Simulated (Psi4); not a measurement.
**Two attempts at CH3FO (SMILES OCF)**

Aim: the energy of CH3FO at FNO-CCSD/2ZaPa-NR (density fitting, occ tolerance 0.0001).

The results are computed with Psi4 1.11.

## Step 1: The system as given

CH3FO has 6 atoms, charge 0, and is taken as a singlet. As SMILES, `OCF`. The coordinates come from a PBE0-D4/def2-TZVP relaxation. This is one conformer, not always the lowest.

Bond lengths: O1–C2 1.370 Å, C2–F3 1.381 Å, O1–H4 0.962 Å, C2–H5 1.096 Å, C2–H6 1.091 Å. Angles: O1–C2–F3 111.1°, O1–C2–H5 112.9°, O1–C2–H6 107.4°, F3–C2–H5 106.3°, F3–C2–H6 107.8°, C2–O1–H4 109.3°, H5–C2–H6 111.3°.

## Step 2: The input as first written

job.inp reads:

```
memory 1.6 GB

molecule m {
  0 1
  O     -0.794000    -0.697200    -0.247400
  C     -0.794000    -0.697200    -0.247400
  F     -0.094100     1.383200     0.323800
  H     -0.928700    -0.495100    -1.178000
  H      1.136800     0.004900    -0.412500
  H      0.472100    -0.308800     1.237300
  symmetry c1
  no_reorient
  no_com
}

set {
  basis         2ZaPa-NR
  reference     rhf
  scf_type      df
  occ_tolerance 0.0001
}

result, w = energy("fno-ccsd", return_wfn=True)
```

Started as:

```console
$ psi4 -n 1 job.inp job.out
```

job.out:

```text
Psi4 1.11 release

qcelemental.exceptions.ValidationError: Following atoms are too close: [(0, np.int64(1), np.float64(0.0))]

Printing out the relevant lines from the Psithon --> Python processed input file:
    from psi4.driver.wrapper_database import database, db, DB_RGT, DB_RXN
    from psi4.driver.wrapper_autofrag import auto_fragments
    psi4_io = core.IOManager.shared_object()
    core.set_memory_bytes(1600000000)

--> m = geometry("""
      0 1
      O     -0.794000    -0.697200    -0.247400
      C     -0.794000    -0.697200    -0.247400
      F     -0.094100     1.383200     0.323800
      H     -0.928700    -0.495100    -1.178000

!---------------------------------------------------------------------!
!                                                                     !
!  Following atoms are too close: [(0, np.int64(1), np.float64(0.0))] !
!                                                                     !
!---------------------------------------------------------------------!

    Psi4 run time: 0:00:00.00
```

Wall time 1.2 s (1 thread of Intel Xeon Platinum 8175M at 2.50GHz (Skylake/Cascade Lake), shared host); peak memory 0.13 GiB.

## Step 3: Reading the log

The input was rejected.

The telling line is `Following atoms are too close: [(0, np.int64(1), np.float64(0.0))]`. Cause: two atoms lie on top of or far too near each other. As the program read them, the closest atoms are 0.00 Å apart, against 0.96 Å in the sound input.

## Step 4: Try two

job.inp reads:

```
memory 1600 MB

molecule {
  0 1
  O     -0.794000    -0.697200    -0.247400
  C      0.250200     0.049000     0.230800
  F     -0.094100     1.383200     0.323800
  H     -0.928700    -0.495100    -1.178000
  H      1.136800     0.004900    -0.412500
  H      0.472100    -0.308800     1.237300
  symmetry c1
  no_reorient
  no_com
}

set basis 2ZaPa-NR
set reference rhf
set scf_type df
set occ_tolerance 0.0001

E = energy("fno-ccsd")
```

Started as:

```console
$ psi4 job.inp job.out -n 1
```

job.out:

```text
[...]
  Running in c1 symmetry.
[...]
  Nuclear repulsion =   79.440325172787965
[...]
  Multiplicity = 1
[...]
  Nalpha       = 13
  Nbeta        = 13
[...]
    Number of basis functions: 72
[...]
   @DF-RHF iter   1:  -213.89198458620012   -6.34946e-01   5.89870e-03 ADIIS/DIIS
[...]
   @DF-RHF iter  11:  -213.97120734862747   -6.65068e-12   7.74123e-09 DIIS
[...]
    Orbital Energies [Eh]
    ---------------------
    Doubly Occupied:
       1A    -26.280578     2A    -20.589610     3A    -11.374931
       4A     -1.607221     5A     -1.406332     6A     -0.945124
       7A     -0.766910     8A     -0.722579     9A     -0.714087
      10A     -0.633964    11A     -0.584296    12A     -0.535817
      13A     -0.501581
[...]
  @DF-RHF Final Energy:  -213.97120734862747
   => Energetics <=
    Nuclear Repulsion Energy =             79.4403251727879649
    One-Electron Energy =                -453.4970027645685491
    Two-Electron Energy =                 160.0854702431531393
    Total Energy =                       -213.9712073486274733
[...]
 Multipole Moments:
 ------------------------------------------------------------------------------------
     Multipole            Electronic (a.u.)      Nuclear  (a.u.)        Total (a.u.)
 ------------------------------------------------------------------------------------
 L = 1.  Multiply by 2.5417464519 to convert [e a0] to [Debye]
 Dipole X            :         10.0323852           -9.4817008            0.5506844
 Dipole Y            :        -12.4178972           12.0303745           -0.3875227
 Dipole Z            :         -4.2427966            3.7163354           -0.5264612
 Magnitude           :                                                    0.8547447
[...]
      * MP2 total energy:                   -214.504005493932
[...]
      * MP2 total energy:                   -214.504005493932
[...]
      * MP3 total energy:                   -214.514851127906
[...]
      * CCSD total energy:                  -214.523608884010
[...]
```

Wall time 10 s (1 thread of Intel Xeon Platinum 8175M at 2.50GHz (Skylake/Cascade Lake), shared host); peak memory 0.4 GiB.

## Step 5: What came out

Level: FNO-CCSD/2ZaPa-NR (density fitting, occ tolerance 0.0001).

| quantity | value |
| --- | --- |
| total energy | -214.52361 Eh |
| HOMO energy (Hartree–Fock orbitals) | -13.65 eV |
| LUMO energy (Hartree–Fock orbitals) | 6.10 eV |
| HOMO–LUMO gap (Hartree–Fock orbitals) | 19.75 eV |
| correlation energy | -552.4 mEh |
| T1 diagnostic | 0.011 |
